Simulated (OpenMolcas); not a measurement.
**One shape, several levels: C2H3F2 (1,1-difluoroethyl)**

Wanted: a comparison of 6 runs (UHF/def2-SVP, UBLYP/3-21G, UB3LYP/6-31G*, UPBE0/def2-SVP, UX3LYP/6-311++G**, ROMP2/6-31G**) of C2H3F2 (1,1-difluoroethyl). 

The calculation is run with OpenMolcas 26.06.

3 further runs of the same task are left out: 3 set aside as unsound or not needed.

**1. The structure to begin with**

C2H3F2 has 7 atoms, charge 0, and is taken as a doublet. As SMILES, `C[C](F)F`. The shape is that of a GFN2-xTB optimisation.

Bond lengths: C1–C2 1.478 Å, C2–F3 1.342 Å, C2–F4 1.342 Å, C1–H5 1.087 Å, C1–H6 1.087 Å, C1–H7 1.097 Å. Angles: C1–C2–F3 118.2°, C1–C2–F4 118.2°, F3–C2–F4 109.1°, C2–C1–H5 109.3°, C2–C1–H6 109.2°, C2–C1–H7 111.6°, H5–C1–H6 109.9°, H5–C1–H7 108.3°, H6–C1–H7 108.5°.

**2. Energy and forces at UHF/def2-SVP (run 1)**

Contents of run.input:

```
&GATEWAY
BasLib=$CurrDir
Coord
7
bohr
C     -0.32883124     1.21624663    -0.00754001
C      0.33684368    -1.43853512     0.54478914
F     -1.24351538    -3.25779335    -0.24309437
F      2.72640237    -2.18359743     0.14293888
H      0.95928167     2.46327690     0.99596126
H     -2.25792036     1.56943644     0.60189667
H     -0.19226074     1.63096593    -2.03495158
Basis=def2-SVP
Group=NoSym
&SEWARD
&SCF
UHF
Spin=2
Thresholds=1e-10 1e-07 1e-07 1e-05
PrOrbitals=1
&ALASKA
```

The basis set def2-SVP is read from a file made from the Basis Set Exchange's data (not shown).

On the command line:

```
$ export MOLCAS_MEM=1860
$ pymolcas run.input > run.log
```

Standard output:

```text
--- Start Module: gateway ---
[...]
--- Stop Module: gateway /rc=_RC_ALL_IS_WELL_ ---
[...]
      Basis functions           71
[...]
--- Start Module: scf ---
[...]
       Convergence after  16 Iterations
[...]
::    Total SCF energy                               -276.0951055440
[...]
      Total spin, S                                     0.5034903509
[...]
      Total electronic charge=   33.000000
      Total            charge=   -0.000000
[...]
      Dipole Moment (debye):
      Origin of the operator (angstrom)=    0.2178   -0.8166    0.0334
                   X= -6.4316E-01               Y=  2.3306E+00               Z=  1.2871E-01           Total=  2.4211E+00
      Quadrupole Moment (debye*angstrom):
[...]
--- Stop Module: scf /rc=_RC_ALL_IS_WELL_ ---
[...]
--- Start Module: alaska ---
[...]
 *              Molecular gradients               *
 **************************************************
  Irreducible representation: a
 ------------------------------------------------------------------------------------------
                              X                       Y                       Z
 ------------------------------------------------------------------------------------------
  C1               -1.43003642809392E-03   -2.97741120390604E-04    1.06801298708502E-02
  C2               -8.95926956488458E-03    3.55941690947970E-02   -5.57389443282030E-03
  F3               -1.58836388271020E-02   -2.33564152841641E-02   -2.71807005933100E-03
  F4                2.55525990344196E-02   -1.22303738348615E-02    1.18061333772934E-03
  H5                1.29461425316446E-04   -2.68031342877784E-04   -9.50056925183240E-04
  H6                4.68522863184884E-04   -4.49984770298117E-04   -9.70219399200944E-04
  H7                1.22361497094811E-04    1.00837725779845E-03   -1.64850239199943E-03
 ------------------------------------------------------------------------------------------
--- Stop Module: alaska /rc=_RC_ALL_IS_WELL_ ---
[...]
```

Wall time 7.2 s (1 thread of AMD EPYC 7R43 (Zen 3), shared host); peak memory 0.41 GiB.

**3. Energy and forces at UBLYP/3-21G (run 2)**

Contents of calc.input:

```
* C2H3F2 Kohn-Sham DFT

&GATEWAY
  BASLIB=$CurrDir
  COORD
  7
  angstrom
  C       -0.174010       0.643610      -0.003990
  C        0.178250      -0.761240       0.288290
  F       -0.658040      -1.723950      -0.128640
  F        1.442750      -1.155510       0.075640
  H        0.507630       1.303510       0.527040
  H       -1.194840       0.830510       0.318510
  H       -0.101740       0.863070      -1.076850
  BASIS=3-21G
  GROUP=NoSym

&SEWARD
  GRIDINPUT
  Grid=UltraFine
  End of Grid

&SCF
  UHF
  SPIN=2
  KSDFT=BLYP
  THRESHOLDS=1e-10 1e-07 1e-07 1e-05
  PRORBITALS=1 2

&ALASKA
```

The basis set 3-21G is read from a file made from the Basis Set Exchange's data (not shown).

On the command line:

```
$ export MOLCAS_MEM=1860
$ pymolcas calc.input > calc.log
```

Standard output:

```text
--- Start Module: gateway ---
[...]
--- Stop Module: gateway /rc=_RC_ALL_IS_WELL_ ---
[...]
      Basis functions           42
[...]
--- Start Module: scf ---
[...]
       Convergence after  15 Iterations
[...]
::    Total KS-DFT energy                            -276.0602975683
[...]
      Total spin, S                                     0.5006218102
[...]
      Total electronic charge=   33.000000
      Total            charge=   -0.000000
[...]
      Dipole Moment (debye):
      Origin of the operator (angstrom)=    0.2178   -0.8166    0.0334
                   X= -4.2015E-01               Y=  1.6298E+00               Z= -2.1792E-01           Total=  1.6971E+00
      Quadrupole Moment (debye*angstrom):
[...]
--- Stop Module: scf /rc=_RC_ALL_IS_WELL_ ---
[...]
--- Start Module: alaska ---
[...]
 *              Molecular gradients               *
 **************************************************
  Irreducible representation: a
 ------------------------------------------------------------------------------------------
                              X                       Y                       Z
 ------------------------------------------------------------------------------------------
  C1               -4.32247048826051E-04   -1.06934712171913E-03    3.61582404542971E-03
  C2                6.61950202967043E-03   -1.47346867895690E-02   -2.49056606490026E-02
  F3                3.05633804102730E-02    2.39112906356542E-02    1.27232976661285E-02
  F4               -4.01671109419439E-02    4.65084858330123E-03    5.70537227210932E-03
  H5               -4.13495420077625E-03   -5.76870091313086E-03   -3.60390614869899E-03
  H6                7.30288310121363E-03   -2.72475737412747E-03   -2.30179860460056E-03
  H7                2.48546650359421E-04   -4.26464702041773E-03    8.76687141864974E-03
 ------------------------------------------------------------------------------------------
--- Stop Module: alaska /rc=_RC_ALL_IS_WELL_ ---
[...]
```

Wall time 20 s (1 thread of AMD EPYC 7R43 (Zen 3), shared host); peak memory 0.37 GiB.

Runs 3 to 5 aren't shown in full; the table further down has their settings and results.

**4. A single-point energy at ROMP2/6-31G(d,p) (RICD fitting, Cartesian functions) (run 6)**

Contents of geom.xyz:

```xyz
7

C     -0.174010     0.643610    -0.003990
C      0.178250    -0.761240     0.288290
F     -0.658040    -1.723950    -0.128640
F      1.442750    -1.155510     0.075640
H      0.507630     1.303510     0.527040
H     -1.194840     0.830510     0.318510
H     -0.101740     0.863070    -1.076850
```

Contents of job.input:

```
&GATEWAY
 Coord=geom.xyz
 Basis=6-31G**
 Group=NoSym
 RICD

&SEWARD

&SCF
 UHF
 Spin=2
 PrOrbitals=1 2

&RASSCF
 FileOrb=$Project.UnaOrb
 Spin=2
 Nactel=1 0 0
 Inactive=16
 Ras2=1
 OutOrbitals=Canonical
 OrbListing=NoCore

&CASPT2
 IPEA=0.0
 Frozen=4
```

On the command line:

```
$ export MOLCAS_MEM=1860
$ pymolcas job.input > job.log
```

Standard output:

```text
--- Start Module: gateway ---
[...]
--- Stop Module: gateway /rc=_RC_ALL_IS_WELL_ ---
[...]
      Basis functions           75
[...]
       Convergence after  13 Iterations
[...]
::    Total SCF energy                               -276.3150935743
[...]
      Total spin, S                                     0.5033824756
[...]
--- Start Module: rasscf ---
[...]
      Number of active orbitals                  1
[...]
      Spin quantum number                      0.5
[...]
      Active orbitals                            1
[...]
      Number of CSFs                             1
[...]
      Number of root(s) required                 1
[...]
      Convergence after  7 iterations
[...]
      printout of CI-coefficients larger than  0.05 for root  1
      energy=    -276.312069
      conf/sym  1     Coeff  Weight
             1  u   1.00000 1.00000
      Natural orbitals and occupation numbers for root  1
      sym 1:   1.000000
      ************************************************************************************************************************
      *                                                    Final results                                                     *
[...]
::    RASSCF root number  1 Total energy:   -276.31206905
[...]
      Total electronic charge=   33.000000
      Total            charge=   -0.000000
[...]
      Dipole Moment (debye):
      Origin of the operator (angstrom)=    0.2178   -0.8166    0.0334
                   X= -6.0771E-01               Y=  2.1973E+00               Z=  1.3164E-01           Total=  2.2836E+00
      Quadrupole Moment (debye*angstrom):
[...]
--- Stop Module: rasscf /rc=_RC_ALL_IS_WELL_ ---
[...]
--- Start Module: caspt2 ---
[...]
 ###    WARNING: User changed nr of frozen orbitals.                         ###
 ###############################################################################
[...]
      E2 (Variational):          -0.6035703909
      Total energy:            -276.9156394401
[...]
      Reference weight:           0.86192
[...]
::    CASPT2 Root  1     Total energy:   -276.91563944
[...]
--- Stop Module: caspt2 /rc=_RC_ALL_IS_WELL_ ---
[...]
```

Wall time 7.8 s (1 thread of AMD EPYC 7R43 (Zen 3), shared host); peak memory 0.24 GiB.

**5. All runs side by side**

```tsv
run	level	integration grid	SCF convergence threshold	energy (Eh)	dipole moment (D)	HOMO energy (eV)	LUMO energy (eV)	wall time
1	UHF/def2-SVP	–	1e-10	-276.095106	2.42	-10.72	3.83	7.2 s
2	UBLYP/3-21G	UltraFine	1e-10	-276.060298	1.70	-3.48	-1.63	20 s
3	UB3LYP/6-31G* (spherical functions)	UltraFine	1e-10	-277.630577	1.85	-5.39	-0.98	33 s
4	UPBE0/def2-SVP	UltraFine	1e-10	-277.148696	2.03	-6.03	-0.85	35 s
5	UX3LYP/6-311++G**	–	–	-277.636576	2.31	-6.15	-1.73	35 s
6	ROMP2/6-31G** (RICD fitting, Cartesian functions)	–	–	-276.915639	–	–	–	7.8 s
```

**6. Outcome**

| quantity | value |
| --- | --- |
| run 6: total energy | -276.91564 Eh |

What this shows: Over runs 1, 2, 3, 4, 5 the dipole moment (its size) runs from 1.70 D (UBLYP/3-21G) to 2.42 D (UHF/def2-SVP). The two ends differ in method and basis. Totals of different functionals can't be ranked against each other. All runs together took 2.3 min, the longest 35 s.
